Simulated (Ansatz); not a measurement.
Geometry optimisation, Ansatz, RKS r2SCAN-D4/def2-SVP.

Input file:

```yaml
crystal:
  periodic: [false, false, false]
  atoms:
    - { symbol: B, position_ang: [-0.067454, 0.385954, -0.402668] }
    - { symbol: F, position_ang: [-0.173707, 0.181693, 2.114736] }
    - { symbol: H, position_ang: [0.831619, -0.412102, -0.455637] }
    - { symbol: "N", position_ang: [-1.332557, 0.048108, -0.867718] }
    - { symbol: H, position_ang: [-1.570697, -0.882802, -1.188637] }
    - { symbol: H, position_ang: [-2.124079, 0.680149, -0.853074] }
    - { symbol: H, position_ang: [0.130177, 1.520254, -0.059616] }
    - { symbol: H, position_ang: [0.058999, 0.985046, 1.716813] }
basis:
  gaussian: { orbitals: def2-SVP }
hamiltonian:
  xc: r2scan
  dispersion: d4
relax:
  f_tol: 0.03
  max_steps: 50
```

Launched with:

```bash
$ ansatz run input.yaml --threads 2 --pin off --max-ram 3072MiB --backend cpu --events-out ev --progress --plain --runs-dir out
```

**Question.** Where does it end, and by what steps?

**Answer.** It converged. After 8 steps the energy has fallen by 0.047 eV; F2 moved furthest, 0.30 Å.

```json
{"step": "0", "energy less start (eV)": "0.0000", "largest force component (eV/Å)": "0.356", "accepted": "yes"}
{"step": "1", "energy less start (eV)": "-0.0093", "largest force component (eV/Å)": "1.233", "accepted": "yes"}
{"step": "2", "energy less start (eV)": "-0.0327", "largest force component (eV/Å)": "0.664", "accepted": "yes"}
{"step": "3", "energy less start (eV)": "-0.0305", "largest force component (eV/Å)": "0.293", "accepted": "no"}
{"step": "4", "energy less start (eV)": "-0.0447", "largest force component (eV/Å)": "0.197", "accepted": "yes"}
{"step": "5", "energy less start (eV)": "-0.0451", "largest force component (eV/Å)": "0.118", "accepted": "yes"}
{"step": "6", "energy less start (eV)": "-0.0461", "largest force component (eV/Å)": "0.081", "accepted": "yes"}
{"step": "7", "energy less start (eV)": "-0.0464", "largest force component (eV/Å)": "0.036", "accepted": "yes"}
{"step": "8", "energy less start (eV)": "-0.0466", "largest force component (eV/Å)": "0.006", "accepted": "yes"}
```

```xyz
8
Properties=species:S:1:pos:R:3
B -0.070 0.342 -0.432
F -0.126 0.366 2.347
H 0.840 -0.437 -0.555
N -1.338 0.040 -0.901
H -1.567 -0.847 -1.334
H -2.132 0.663 -0.813
H 0.107 1.442 0.065
H 0.039 0.938 1.628
```

Whether the end is a true minimum wasn't checked by a vibrational analysis.

The run took 11 s on 2 threads of Arm Neoverse V2, with other jobs on the host, peak memory 0.14 GiB.
